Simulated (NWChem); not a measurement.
Molecule: AlCl$_{3}$; SMILES [Al]([Cl])([Cl])[Cl]

```xyz
4

Al     0.0000     0.0000     0.0023
Cl    -2.0375     0.4560    -0.0002
Cl     1.4136     1.5365    -0.0002
Cl     0.6238    -1.9925    -0.0002
```
Atoms are numbered in this order, from 1.

Computed with NWChem. All runs use the structure optimised with B3LYP/6-31G* (spherical d). GIAO values for the isolated, static molecule; σ is the absolute isotropic shielding.

For level PBE0/pcSseg-1:

- σ Al1 (ppm) = 413.6
- σ Cl2 (ppm) = 906.5

Task: How do the values read with level LDA (Slater exchange, VWN5)/pcSseg-1 instead?

Result: 
- σ Al1 (ppm) = 379.7
- σ Cl2 (ppm) = 847.2
